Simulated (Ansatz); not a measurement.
Ansatz (a program for electronic structure) input (PBE/def2-TZVPPD): A basis named .json is the Basis Set Exchange file of that set (core-valence sets with the plain set on hydrogen).

Ansatz 0.2 input:
```yaml
crystal:
  periodic: [false, false, false]
  atoms:
    - {symbol: P, position_ang: [0.00293147, 0.00160888, 0.12817703]}
    - {symbol: H, position_ang: [-0.00384980, 1.18388197, -0.65609339]}
    - {symbol: H, position_ang: [1.01199153, -0.61366513, -0.65676338]}
    - {symbol: H, position_ang: [-1.05211382, -0.59435001, -0.60979871]}
basis:
  gaussian:
    orbitals: def2-TZVPPD.json
hamiltonian:
  xc: {name: PBE}
magnetization: {spin_polarized: false}
```

Output:

```
Functional definition: PBE
integrals: 0.02 GiB planned
493 factors; their error is unknown
mean field: 0.19 GiB planned
mean field evaluation 1: about -9332.1485 eV, gradient 1.6e1 eV
mean field evaluation 2: about -9332.4421 eV, gradient 1.5e1 eV
mean field evaluation 4: about -9333.0908 eV, gradient 6.0e-1 eV
mean field evaluation 8: about -9333.0727 eV, gradient 6.3e-3 eV
mean field -9333.07274786 eV, -342.9840973001 hartree, gradient 2.0e-5 eV, S^2 0.000000; 0 other end points of the search recorded, 0 dependent functions left out
reference -9333.07277861 eV, -342.9840984300 hartree; 9, 9 occupied and 90, 90 virtual orbitals, 493 factors
Total energy: -9333.07277861 eV, -342.9840984300 hartree
```
